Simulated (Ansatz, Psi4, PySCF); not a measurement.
Gas-phase reaction in SMILES: CN(C)C [N,N-dimethylmethanamine] + 3 [H][H] (H2) -> 3 C (CH4) + N (NH3)

Property: energy of full hydrogenation (enthalpy at 298 K), in kcal/mol. Terms: frozen cores in correlated levels; spin-orbit terms left out; 6-311+G** with 5d; no dispersion term unless named; non-relativistic; six Cartesian d functions in 6-31G* and its kin unless marked 5d. CBS marks a two-point X^-3 extrapolation of the correlation energy; Hartree-Fock from the larger set. [CCSD(T)-MP2]/basis is that difference in the basis named. Ab initio and DFT rows: single points at B3LYP-D3(BJ) geometries (Ansatz, a program for electronic structure), with unscaled harmonic terms from B3LYP/6-31G* at its own minima.

Measured values: Active Thermochemical Tables 1.112 (ions: stationary electron), as tabulated in the package chemicals; they hold spin-orbit and core effects, anharmonicity. 

Value to compare with, the measured value: -58.6 kcal/mol.

```json
[
 {"level": "BP86/def2-SVP", "program": "PySCF", "energy of full hydrogenation (enthalpy at 298 K) (kcal/mol)": "-52.0", "error": "6.6"},
 {"level": "B3LYP/STO-3G", "program": "Ansatz", "energy of full hydrogenation (enthalpy at 298 K) (kcal/mol)": "-36.7", "error": "21.9"},
 {"level": "B3LYP/3-21G", "program": "Ansatz", "energy of full hydrogenation (enthalpy at 298 K) (kcal/mol)": "-51.7", "error": "6.9"},
 {"level": "B3LYP/6-31G*", "program": "Ansatz", "energy of full hydrogenation (enthalpy at 298 K) (kcal/mol)": "-53.0", "error": "5.6"},
 {"level": "wB97X-D/6-311+G**", "program": "Psi4", "energy of full hydrogenation (enthalpy at 298 K) (kcal/mol)": "-59.1", "error": "-0.5"},
 {"level": "B3PW91/6-31G* (5d)", "program": "PySCF", "energy of full hydrogenation (enthalpy at 298 K) (kcal/mol)": "-53.7", "error": "4.9"},
 {"level": "B3LYP/def2-TZVPD", "program": "Ansatz", "energy of full hydrogenation (enthalpy at 298 K) (kcal/mol)": "-62.1", "error": "-3.5"},
 {"level": "B3LYP-D3(BJ)/def2-TZVPD", "program": "Ansatz + dftd3", "energy of full hydrogenation (enthalpy at 298 K) (kcal/mol)": "-57.5", "error": "1.1"},
 {"level": "B2PLYP-D3(BJ)/def2-TZVPD", "program": "Ansatz + dftd3", "energy of full hydrogenation (enthalpy at 298 K) (kcal/mol)": "-57.1", "error": "1.5"},
 {"level": "RI-MP2/CBS(cc-pVTZ,cc-pVQZ)+[CCSD(T)-MP2]/cc-pVTZ", "program": "Ansatz", "energy of full hydrogenation (enthalpy at 298 K) (kcal/mol)": "-57.8", "error": "0.8"}
]
```

Among the 6 habitual levels, B3LYP/STO-3G lies farthest from the measured value (21.9 kcal/mol) and wB97X-D/6-311+G** nearest (-0.5); 5 of 6 lie above it, and their mean absolute error is 7.7 kcal/mol, the median 6.1. One case shows no general order.

The levels are drawn from those run, B3LYP/6-31G* more often than the rest, none by its result; runs whose electronic state is in doubt are left out.
